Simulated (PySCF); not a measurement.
## How far each method lies from RCCSDT(Q) for SCO, singlet

Geometry: MP2(full)/6-31G*, from the G2/97 set.

```tsv
atom	x (Å)	y (Å)	z (Å)
O	0.0000	0.0000	-1.3076
C	0.0000	0.0000	-0.1288
S	0.0000	0.0000	1.4364
```

Basis 6-31G; PySCF 2.14.0. Only valence electrons are correlated (noble-gas cores frozen), which leaves 16 electrons in 24 orbitals. Prefix R: restricted or restricted open-shell reference.

Full CI isn't at hand for all of this; RCCSDT(Q) serves as the reference, and is uncertain by the last step of the cluster series or more.

* T1 diagnostic (ROHF- or RHF-based CCSD): 0.0221
* largest doubles amplitude (ROHF- or RHF-based CCSD): 0.071

| level | E − E(RCCSDT(Q)) (kcal/mol) | share of correlation (%) | wall time |
| --- | --- | --- | --- |
| RHF | 185.60 | 0.00 | – |
| RMP2 | 4.98 | 97.32 | – |
| RCCSD | 10.36 | 94.42 | – |
| RCCSD(T) | 1.06 | 99.43 | 0.31 s |
| RCCSDT | 0.94 | 99.49 | – |

The correlation energy at RCCSDT(Q), counted from RHF, is -8.048 eV. That run took 17 s on 1 thread of Arm Neoverse V2, shared host.

Times are those of the correlated step on a shared host, with one SCF added for the restricted CCSD run; they ran on 1 thread of Arm Neoverse V2.

Atomization energy (electronic, same basis, no zero-point term; atoms at the same level, unrestricted beside the R rows where the molecule is a closed shell; the atoms' step beyond CCSDT comes from their full CI) at RCCSDT(Q): 1050.3 kJ/mol. Errors of other levels:

```tsv
level	error (kJ/mol)
RHF	-464.4
RMP2	52.8
RCCSD	-40.4
RCCSD(T)	-3.7
RCCSDT	-3.9
```

This basis is far from its limit, so the value isn't to be set against a measured one.
